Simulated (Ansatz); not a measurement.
# Molecular dynamics of C2H3Si, charge +1

input.yaml

```yaml
crystal:
  periodic: [false, false, false]
  atoms:
    - { symbol: C, position_ang: [-0.122015, 0.544625, -0.138672] }
    - { symbol: C, position_ang: [0.028468, -0.794339, -0.206146] }
    - { symbol: Si, position_ang: [0.635301, -0.679989, 1.492979] }
    - { symbol: H, position_ang: [-0.198957, -1.43833, -1.058686] }
    - { symbol: H, position_ang: [-0.492964, 1.25124, -0.898392] }
    - { symbol: H, position_ang: [0.150176, 1.116803, 0.808907] }
total_charge: 1
basis:
  gaussian: { orbitals: def2-SVP }
hamiltonian:
  xc: r2scan
md:
  timestep: 0.5
  n_steps: 150
  ensemble: nve_milne
  temperature: 50.0
  initial_velocities: maxwell_boltzmann
  seed: 664639
  masses: [{ species: H, mass: 10.0 }]
```

Command:

```bash
$ ansatz run input.yaml --threads 1 --pin off --max-ram 2048MiB --backend cpu --events-out ev --progress --plain --runs-dir out
```

It starts from a relaxed structure.

Output, in part (one step line in 3, the closing report, with atoms numbered from 0):

```
md step     0: t =     0.00 fs  T =    50.0 K  F+E_penalty+E_count = -9984.03765826 eV  E_kin = 0.025852 eV  conserved = -9984.01180626 eV  (26 SCF iters)
md step     3: t =     1.50 fs  T =    47.3 K  F+E_penalty+E_count = -9984.03624812 eV  E_kin = 0.024442 eV  conserved = -9984.01180658 eV  (23 SCF iters)
md step     6: t =     3.00 fs  T =    40.5 K  F+E_penalty+E_count = -9984.03274254 eV  E_kin = 0.020936 eV  conserved = -9984.01180647 eV  (23 SCF iters)
md step     9: t =     4.50 fs  T =    32.7 K  F+E_penalty+E_count = -9984.02873399 eV  E_kin = 0.016928 eV  conserved = -9984.01180644 eV  (23 SCF iters)
md step    12: t =     6.00 fs  T =    27.1 K  F+E_penalty+E_count = -9984.02583896 eV  E_kin = 0.014033 eV  conserved = -9984.01180643 eV  (23 SCF iters)
md step    15: t =     7.50 fs  T =    25.3 K  F+E_penalty+E_count = -9984.02488714 eV  E_kin = 0.013081 eV  conserved = -9984.01180636 eV  (22 SCF iters)
md step    18: t =     9.00 fs  T =    26.6 K  F+E_penalty+E_count = -9984.02558223 eV  E_kin = 0.013776 eV  conserved = -9984.01180624 eV  (23 SCF iters)
md step    21: t =    10.50 fs  T =    28.9 K  F+E_penalty+E_count = -9984.02676829 eV  E_kin = 0.014962 eV  conserved = -9984.01180619 eV  (24 SCF iters)
md step    24: t =    12.00 fs  T =    29.6 K  F+E_penalty+E_count = -9984.02712180 eV  E_kin = 0.015316 eV  conserved = -9984.01180616 eV  (23 SCF iters)
md step    27: t =    13.50 fs  T =    27.3 K  F+E_penalty+E_count = -9984.02589655 eV  E_kin = 0.014090 eV  conserved = -9984.01180617 eV  (23 SCF iters)
md step    30: t =    15.00 fs  T =    22.3 K  F+E_penalty+E_count = -9984.02334005 eV  E_kin = 0.011534 eV  conserved = -9984.01180621 eV  (23 SCF iters)
md step    33: t =    16.50 fs  T =    16.9 K  F+E_penalty+E_count = -9984.02056368 eV  E_kin = 0.008757 eV  conserved = -9984.01180627 eV  (23 SCF iters)
md step    36: t =    18.00 fs  T =    13.8 K  F+E_penalty+E_count = -9984.01892121 eV  E_kin = 0.007115 eV  conserved = -9984.01180634 eV  (21 SCF iters)
md step    39: t =    19.50 fs  T =    14.4 K  F+E_penalty+E_count = -9984.01922925 eV  E_kin = 0.007423 eV  conserved = -9984.01180640 eV  (22 SCF iters)
md step    42: t =    21.00 fs  T =    18.3 K  F+E_penalty+E_count = -9984.02129128 eV  E_kin = 0.009485 eV  conserved = -9984.01180645 eV  (23 SCF iters)
md step    45: t =    22.50 fs  T =    23.6 K  F+E_penalty+E_count = -9984.02403035 eV  E_kin = 0.012224 eV  conserved = -9984.01180647 eV  (23 SCF iters)
md step    48: t =    24.00 fs  T =    27.7 K  F+E_penalty+E_count = -9984.02614318 eV  E_kin = 0.014337 eV  conserved = -9984.01180648 eV  (23 SCF iters)
md step    51: t =    25.50 fs  T =    29.1 K  F+E_penalty+E_count = -9984.02683548 eV  E_kin = 0.015029 eV  conserved = -9984.01180648 eV  (24 SCF iters)
md step    54: t =    27.00 fs  T =    27.8 K  F+E_penalty+E_count = -9984.02616843 eV  E_kin = 0.014362 eV  conserved = -9984.01180647 eV  (23 SCF iters)
md step    57: t =    28.50 fs  T =    25.2 K  F+E_penalty+E_count = -9984.02485703 eV  E_kin = 0.013051 eV  conserved = -9984.01180643 eV  (23 SCF iters)
md step    60: t =    30.00 fs  T =    23.1 K  F+E_penalty+E_count = -9984.02374231 eV  E_kin = 0.011936 eV  conserved = -9984.01180638 eV  (23 SCF iters)
md step    63: t =    31.50 fs  T =    22.3 K  F+E_penalty+E_count = -9984.02331708 eV  E_kin = 0.011511 eV  conserved = -9984.01180632 eV  (23 SCF iters)
md step    66: t =    33.00 fs  T =    22.7 K  F+E_penalty+E_count = -9984.02355439 eV  E_kin = 0.011748 eV  conserved = -9984.01180623 eV  (22 SCF iters)
md step    69: t =    34.50 fs  T =    23.7 K  F+E_penalty+E_count = -9984.02404322 eV  E_kin = 0.012237 eV  conserved = -9984.01180619 eV  (22 SCF iters)
md step    72: t =    36.00 fs  T =    24.1 K  F+E_penalty+E_count = -9984.02428055 eV  E_kin = 0.012474 eV  conserved = -9984.01180617 eV  (23 SCF iters)
md step    75: t =    37.50 fs  T =    23.5 K  F+E_penalty+E_count = -9984.02395234 eV  E_kin = 0.012146 eV  conserved = -9984.01180617 eV  (24 SCF iters)
md step    78: t =    39.00 fs  T =    21.8 K  F+E_penalty+E_count = -9984.02308144 eV  E_kin = 0.011275 eV  conserved = -9984.01180620 eV  (23 SCF iters)
md step    81: t =    40.50 fs  T =    19.7 K  F+E_penalty+E_count = -9984.02197778 eV  E_kin = 0.010172 eV  conserved = -9984.01180625 eV  (23 SCF iters)
md step    84: t =    42.00 fs  T =    17.8 K  F+E_penalty+E_count = -9984.02101654 eV  E_kin = 0.009210 eV  conserved = -9984.01180631 eV  (23 SCF iters)
md step    87: t =    43.50 fs  T =    16.6 K  F+E_penalty+E_count = -9984.02038940 eV  E_kin = 0.008583 eV  conserved = -9984.01180636 eV  (24 SCF iters)
md step    90: t =    45.00 fs  T =    15.9 K  F+E_penalty+E_count = -9984.02002250 eV  E_kin = 0.008216 eV  conserved = -9984.01180641 eV  (23 SCF iters)
md step    93: t =    46.50 fs  T =    15.3 K  F+E_penalty+E_count = -9984.01973641 eV  E_kin = 0.007930 eV  conserved = -9984.01180644 eV  (23 SCF iters)
md step    96: t =    48.00 fs  T =    14.9 K  F+E_penalty+E_count = -9984.01950418 eV  E_kin = 0.007698 eV  conserved = -9984.01180645 eV  (28 SCF iters)
md step    99: t =    49.50 fs  T =    15.0 K  F+E_penalty+E_count = -9984.01955194 eV  E_kin = 0.007746 eV  conserved = -9984.01180642 eV  (23 SCF iters)
md step   102: t =    51.00 fs  T =    16.2 K  F+E_penalty+E_count = -9984.02017559 eV  E_kin = 0.008369 eV  conserved = -9984.01180645 eV  (23 SCF iters)
md step   105: t =    52.50 fs  T =    18.6 K  F+E_penalty+E_count = -9984.02141464 eV  E_kin = 0.009608 eV  conserved = -9984.01180641 eV  (23 SCF iters)
md step   108: t =    54.00 fs  T =    21.4 K  F+E_penalty+E_count = -9984.02288510 eV  E_kin = 0.011079 eV  conserved = -9984.01180641 eV  (23 SCF iters)
md step   111: t =    55.50 fs  T =    23.5 K  F+E_penalty+E_count = -9984.02395872 eV  E_kin = 0.012152 eV  conserved = -9984.01180636 eV  (23 SCF iters)
md step   114: t =    57.00 fs  T =    23.9 K  F+E_penalty+E_count = -9984.02418853 eV  E_kin = 0.012382 eV  conserved = -9984.01180633 eV  (23 SCF iters)
md step   117: t =    58.50 fs  T =    22.9 K  F+E_penalty+E_count = -9984.02366206 eV  E_kin = 0.011856 eV  conserved = -9984.01180632 eV  (23 SCF iters)
md step   120: t =    60.00 fs  T =    21.7 K  F+E_penalty+E_count = -9984.02300395 eV  E_kin = 0.011198 eV  conserved = -9984.01180632 eV  (22 SCF iters)
md step   123: t =    61.50 fs  T =    21.7 K  F+E_penalty+E_count = -9984.02300193 eV  E_kin = 0.011196 eV  conserved = -9984.01180633 eV  (22 SCF iters)
md step   126: t =    63.00 fs  T =    23.8 K  F+E_penalty+E_count = -9984.02409707 eV  E_kin = 0.012291 eV  conserved = -9984.01180635 eV  (22 SCF iters)
md step   129: t =    64.50 fs  T =    27.6 K  F+E_penalty+E_count = -9984.02606530 eV  E_kin = 0.014259 eV  conserved = -9984.01180637 eV  (23 SCF iters)
md step   132: t =    66.00 fs  T =    31.5 K  F+E_penalty+E_count = -9984.02808180 eV  E_kin = 0.016275 eV  conserved = -9984.01180639 eV  (23 SCF iters)
md step   135: t =    67.50 fs  T =    33.5 K  F+E_penalty+E_count = -9984.02912781 eV  E_kin = 0.017321 eV  conserved = -9984.01180642 eV  (23 SCF iters)
md step   138: t =    69.00 fs  T =    32.3 K  F+E_penalty+E_count = -9984.02852860 eV  E_kin = 0.016722 eV  conserved = -9984.01180645 eV  (23 SCF iters)
md step   141: t =    70.50 fs  T =    28.2 K  F+E_penalty+E_count = -9984.02636278 eV  E_kin = 0.014556 eV  conserved = -9984.01180647 eV  (23 SCF iters)
md step   144: t =    72.00 fs  T =    22.7 K  F+E_penalty+E_count = -9984.02352795 eV  E_kin = 0.011721 eV  conserved = -9984.01180649 eV  (23 SCF iters)
md step   147: t =    73.50 fs  T =    18.5 K  F+E_penalty+E_count = -9984.02136818 eV  E_kin = 0.009562 eV  conserved = -9984.01180650 eV  (21 SCF iters)
md step   150: t =    75.00 fs  T =    17.7 K  F+E_penalty+E_count = -9984.02098124 eV  E_kin = 0.009175 eV  conserved = -9984.01180648 eV  (27 SCF iters)
Total energy: -9984.02098921 eV, -366.9060039412 hartree
Atom 0 at    -0.136979     0.554233    -0.142223 Å, force     0.406239     0.019585     0.677339 eV/Å
Atom 1 at     0.031584    -0.782591    -0.197663 Å, force    -0.144822    -0.148649    -0.175986 eV/Å
Atom 2 at     0.639764    -0.701163     1.488412 Å, force     0.062816     0.174195     0.251752 eV/Å
Atom 3 at    -0.193652    -1.444030    -1.034629 Å, force    -0.010298     0.021276    -0.121387 eV/Å
Atom 4 at    -0.479068     1.248775    -0.903902 Å, force    -0.266232     0.277179    -0.449861 eV/Å
Atom 5 at     0.132672     1.158784     0.797262 Å, force    -0.047703    -0.343586    -0.181858 eV/Å
Dipole moment:     0.002358     0.052110     0.012664 e Å
```

All steps were run. The conserved energy stayed within 0.00017 meV per atom of its start (net change 0 meV per atom), so the integration is sound. The temperature averaged 0.44 of the 50 K drawn at the start: a run that starts near a minimum puts about half its kinetic energy into the potential. A run of 0.075 ps of so small a system gives no equilibrium averages. Limits of this set-up: the dipole of an ion depends on the origin.

The same pairs are bonded in the first frame and the last. Pairs count as bonded within 1.25 times the sum of covalent radii (0.12 Å more for H–H).

Last frame:

```xyz
6
Properties=species:S:1:pos:R:3
C -0.137 0.554 -0.142
C 0.032 -0.783 -0.198
Si 0.640 -0.701 1.488
H -0.194 -1.444 -1.035
H -0.479 1.249 -0.904
H 0.133 1.159 0.797
```

The run took 2.4 min on 1 thread of Intel(R) Xeon(R) 6975P-C (Granite Rapids) (shared host), peak memory 0.12 GiB.
